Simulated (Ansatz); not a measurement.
`F[SiH2]P` + CH₃NH₂ → `CNP` + `F[SiH3]`  (cleavage of the P–Si bond)

Isolated molecules relaxed with PBE0-D4/def2-TZVP in Ansatz; ΔE leaves out vibrations. CBS: MP2 limit from def2 TZ/QZ plus the TZ coupled-cluster correction, frozen cores. This one scheme is used for every species. Functionals use def2-TZVPP. One conformer a species, not always the lowest.

CCSD(T)/CBS gives +43.1 kJ/mol.

Question: Another level gave +48.4 kJ/mol. Which?
A. SCS-MP2/def2-TZVPP
B. BLYP/def2-TZVPP
C. PBE/def2-TZVPP
D. r2SCANh/def2-TZVPP

Answer: D. r2SCANh 48.4, BLYP 42.0, PBE 53.0, SCS-MP2/def2-TZVPP 33.2 kJ/mol.

Largest T1 diagnostic among the species: 0.013.

Leaving LDA and LC-ωPBE aside and taking each functional with its dispersion term where it has one, the values, not all of them listed here, spread over 17.8 kJ/mol, from CAM-B3LYP-D4 to PBE-D4. LDA lies −5.0 kJ/mol from PBE without D4. In def2-TZVPP, CCSD(T) changes the Hartree–Fock value by +15.0 kJ/mol (the triples alone add +1.8 kJ/mol) and MP2 by +12.0 kJ/mol. From BLYP to BHLYP (50 % exact exchange), in def2-TZVPP and without D4, ΔE moves by −7.4 kJ/mol.
